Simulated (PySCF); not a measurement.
# C$_{5}$H$_{7}$F: full NMR table

```
Formula                               : C5H7F
SMILES                                : FC[C@@H]1[C@H]2C[C@@H]12
InChI                                 : InChI=1S/C5H7F/c6-2-5-3-1-4(3)5/h3-5H,1-2H2/t3-,4+,5+
Point group of the computed structure : C1
Degrees of unsaturation               : 2
Carbon signals                        : 4
Proton signals                        : 5
```

Molfile (atoms numbered from 1):
```
C5H7F
     RDKit          3D

 13 14  0  0  0  0  0  0  0  0999 V2000
   -2.5175   -0.2461    1.1952 F   0  0  0  0  0  0  0  0  0  0  0  0
   -1.7854   -0.1426    0.0335 C   0  0  0  0  0  0  0  0  0  0  0  0
   -0.4077    0.3984    0.3223 C   0  0  2  0  0  0  0  0  0  0  0  0
    0.7021    0.0869   -0.6359 C   0  0  2  0  0  0  0  0  0  0  0  0
    1.8191    0.3397    0.3269 C   0  0  0  0  0  0  0  0  0  0  0  0
    0.6843   -0.5606    0.6960 C   0  0  1  0  0  0  0  0  0  0  0  0
   -1.7391   -1.1474   -0.3993 H   0  0  0  0  0  0  0  0  0  0  0  0
   -2.3502    0.5254   -0.6268 H   0  0  0  0  0  0  0  0  0  0  0  0
   -0.4243    1.3749    0.8017 H   0  0  0  0  0  0  0  0  0  0  0  0
    0.6907   -0.2541   -1.6479 H   0  0  0  0  0  0  0  0  0  0  0  0
    2.7763   -0.1197    0.1175 H   0  0  0  0  0  0  0  0  0  0  0  0
    1.8956    1.3124    0.7996 H   0  0  0  0  0  0  0  0  0  0  0  0
    0.6519   -1.5669    1.0521 H   0  0  0  0  0  0  0  0  0  0  0  0
  1  2  1  0
  2  3  1  0
  3  4  1  0
  4  5  1  0
  5  6  1  0
  6  3  1  0
  6  4  1  0
  2  7  1  0
  2  8  1  0
  3  9  1  1
  4 10  1  6
  5 11  1  0
  5 12  1  0
  6 13  1  6
M  END
```

- couplings computed with B3LYP/pcJ-1 (spin–dipole term only in couplings to heteroatoms)
- geometry from GFN2-xTB
- shieldings: GIAO PBE0/pcSseg-1
- program: PySCF 2.14
- relativity neglected, isolated molecule, one computed conformer, fast rotation and ring inversion assumed for equivalent nuclei

Chemical shifts δ = σref − σ; TMS for $^{1}$H (σref 31.72), $^{13}$C (σref 186.93); CFCl3 for $^{19}$F (σref 170.95), all at this level.

| carbon | δC, type | δH (multiplicity, J in Hz) | HMBC from (abs. J ≥ 3 Hz) | span of the C tensor (ppm) |
| --- | --- | --- | --- | --- |
| C2 | 87.0, CH2 | 4.51 (dd, 54.0, 5.3) | – | 86 |
| C3 | 43.4, CH | 0.92 (td, 5.3, 5.2) | H10/H13, H11, H12 | 68 |
| C4/C6 | 3.6, CH | 1.83 (d, 2.5) | H7/H8, H10/H13 | 68 |
| C5 | 27.6, CH2 | H11 1.21 (td, 2.5, 1.1); H12 0.32 (d, 1.1) | H10/H13, H9 | 41 |

Other nuclei:
```csv
atoms,nucleus,environment,δ (ppm),σ (ppm)
F1,$^{19}$F,fluorine on an sp3 carbon,-244.8,415.7
```

Selected couplings (Hz, signed; the shortest-range and largest first, 30 at most; isotopes $^{13}$C, $^{1}$H, $^{19}$F): $^{1}J$(C4,H10) 222.1, $^{1}J$(F1,C2) -221.6, $^{1}J$(C3,H9) 176.9, $^{1}J$(C5,H12) 176.5, $^{1}J$(C5,H11) 157.5, $^{1}J$(C2,H7) 152.1, $^{1}J$(C2,C3) 47.8, $^{1}J$(C4,C5) 23.4, $^{1}J$(C3,C4) 22.9, $^{2}J$(F1,H7) 54.0, $^{2}J$(F1,C3) 23.8, $^{2}J$(C3,C5) 1.9, $^{2}J$(H11,H12) -1.1, $^{3}J$(C2,C5) 9.7, $^{3}J$(F1,C4) 6.5, $^{3}J$(H7,H9) 5.3, $^{3}J$(F1,H9) 5.2, $^{3}J$(H10,H11) 2.5.

1. Carbon types of the structure: 3 × CH, 2 × CH2, which accounts for all hydrogens.
2. δC 87.0: sp3 CH2 bonded to F; the inductive effect lowers its shielding.
3. δC 43.4, 27.6, 3.6: three-membered-ring carbon.
4. δH 4.51: hydrogen on an sp3 CH2 bonded to F; its carbon carries F, which withdraws density.
5. δH 1.83, 1.21, 0.92, 0.32: hydrogen on a three-membered-ring carbon.
6. The protons at 4.51 and 0.92 share a coupling of 5.3 Hz (vicinal).

C–F couplings over four or more bonds (about 3 Hz to the para carbon of a fluoroarene) are left out. Common functionals overestimate the size of one-bond C–F couplings by tens of Hz; these are unscaled. Splittings below 1 Hz are ignored in the labels, and close J values are merged. Unscaled 3J(H,H) at this level run about 10 % above measured values. Shifts are as computed. Against solution values, carbons near 30 ppm lie about +3 ppm off and those near 130 ppm about +5 ppm. Of 1309 compounds with measured shifts, 239 miss one by over three times the rms of a fit or turn the order of signals round; such compounds aren't used in these exercises. Unscaled 19F shifts against computed CFCl3 carry errors that often reach 10 to 50 ppm. Across freely rotating sp3–sp3 bonds, 3J(H,H) is taken as (2 J gauche + J anti)/3 from the one conformer, which assumes equal rotamer populations. Only one conformer was computed, so three-bond couplings in flexible chains and rings are approximate.
